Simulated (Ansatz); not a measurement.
The cluster Li₂S⁺, relaxed as a doublet with UKS r2SCAN-D4/def2-TZVP in Ansatz, starting from the GFN1-xTB geometry. Force threshold 0.02 eV/Å.

The structure comes from a short search, and lower isomers may exist.

Start:

```xyz
3

Li   -0.735   -1.791   -0.836
Li    0.735    1.791    0.836
S     0.000    0.000    0.000
```

| step | energy (eV) | largest force component (eV/Å) | SCF passes |
| --- | --- | --- | --- |
| 1 | -11239.3711 | 0.595 | 109 |
| 2 | -11239.4717 | 0.258 | 96 |
| 3 | -11239.5015 | 0.023 | 95 |
| 4 | -11239.5017 | 0.001 | 46 |

Force components are those of the run's own axes.

End:

```tsv
atom	x (Å)	y (Å)	z (Å)
Li1	-0.787	-1.917	-0.895
Li2	0.787	1.917	0.895
S3	0.000	0.000	0.000
```

By distances, no bond broke or formed. The bond that changes most is Li1–S3, from 2.11 to 2.26 Å (atoms count from 1).

No frequencies were taken in this run, so the end may be a saddle point.

It took 18 s on 4 threads of Arm Neoverse V1 on a shared host.
